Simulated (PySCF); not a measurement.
Compound: C5H7F.
Structure used (GFN2-xTB), in Å, numbered top down from 1:
```
atom  x, y, z in Å
C1     2.1272    0.3743    0.4541
C2     1.2439    0.0877   -0.4822
C3     0.0367   -0.7786   -0.2664
C4    -1.2108    0.0199   -0.4789
C5    -2.0839    0.2645    0.4771
F6    -3.1906    0.9992    0.2589
H7     2.9766    1.0071    0.2616
H8     2.0406   -0.0153    1.4554
H9     1.3490    0.4931   -1.4800
H10    0.0486   -1.1963    0.7408
H11    0.0562   -1.5999   -0.9899
H12   -1.3706    0.4293   -1.4658
H13   -2.0272   -0.0845    1.4977
```

Theory: TDDFT PBE0/def2-SVPD, vertical, gas phase, core orbitals frozen in the response (PySCF).

Frontier orbitals with the atoms that hold most of them (Löwdin shares over 4%, at most four atoms; ? is withheld):

| orbital | ε (eV) | atoms |
| --- | --- | --- |
| LUMO+2 | 1.01 | C1 20%, C3 13%, H10 13%, H8 11% |
| LUMO+1 | 0.76 | C4 22%, C5 22%, C2 16%, C1 14% |
| LUMO | ? | C1 22%, C2 21%, C5 15%, C4 13% |
| HOMO | -7.35 | ? |
| HOMO-1 | -7.78 | ? |
| HOMO-2 | -10.02 | C2 23%, C3 17%, C1 16%, H9 12% |
| HOMO-3 | -10.48 | C4 19%, C3 16%, C5 11%, F6 11% |

Problem. Which atoms hold the HOMO, and with what shares?

Solution. C4 (bonded to 2 C and H) 31%; C5 (bonded to C, F and H) 28%; F6 (bonded to C) 14%; C2 (bonded to 2 C and H) 8%. By element: carbon 67% or more, fluorine 14%.

Problem. Which atoms hold the HOMO-1, and with what shares?

Solution. C1 (bonded to C and 2 H) 34%; C2 (bonded to 2 C and H) 32%; C3 (bonded to 2 C and 2 H) 10%; C4 (bonded to 2 C and H) 6%.

Problem. What is the LUMO energy, and the HOMO–LUMO gap?

Solution. ε(LUMO) = -0.10 eV; the gap is 7.24 eV (0.2661 hartree).

Problem. How does S1 compare with the orbital gap of 7.24 eV?

Solution. S1 is at 6.34 eV (f = 0.096), 0.90 eV below the gap, made of HOMO→LUMO (85%), HOMO→LUMO+1 (9%). 

Next come S2 at 6.84 eV (f 0.085), HOMO-1→LUMO (70%), HOMO→LUMO+1 (13%), HOMO-1→LUMO+1 (11%); S3 at 7.20 eV (f 0.0064), HOMO→LUMO+2 (72%), HOMO→LUMO+3 (18%); S4 at 7.27 eV (f 0.018), HOMO→LUMO+3 (71%), HOMO→LUMO+2 (20%); S5 at 7.52 eV (f 0.091), HOMO-1→LUMO+2 (27%), HOMO→LUMO+1 (27%), HOMO-1→LUMO+1 (18%).

One conformer stands for the species.
